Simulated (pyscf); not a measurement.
`[OH][B]([F])[F]` + `[SiH4]` -> `[OH][BH][F]` + `[F][SiH3]`, a four-centre exchange (singlet surface; B–F, H–Si broken, B–H, F–Si formed). Optimised with ωB97X-D3(BJ)/def2-SVP in PySCF. Energies in kcal/mol from the separated reactants.

Small-basis levels: PySCF, no dispersion term, spherical d functions. AM1 to PM7: differences of heats of formation from MOPAC, which are fitted to 298 K values and so differ in kind from electronic energies by zero-point and thermal terms. Cost: rough CPU time at the saddle relative to B3LYP/6-31G*, from one job on a shared machine.

```csv
level,barrier,reaction energy,cost
SVWN5/6-31G*,18.7,+11.1,1
BP86/6-31G*,30.3,+7.6,2
PBE/6-31G*,27.6,+8.0,2
B3LYP/STO-3G,44.1,+31.2,0.6
B3LYP/LANL2DZ,41.0,+12.0,0.7
M06-2X/6-31G*,31.4,+7.1,3
PM6,23.2,+1.5,under 0.02
ωB97M-D3(BJ)/def2-TZVP,31.4,+3.2,–
```

Against the last row the barrier runs from -12.7 (SVWN5/6-31G*) to +12.7 kcal/mol (B3LYP/STO-3G). ωB97M-D3(BJ)/def2-TZVP has limits of its own. The same reactants have a lower exit, to HO–SiH₃ + F–BH–F (barrier +24.3 kcal/mol at ωB97M-D3(BJ)/def2-TZVP, against +31.4 kcal/mol here). This is the saddle that the search found; another between the same sides may lie lower.
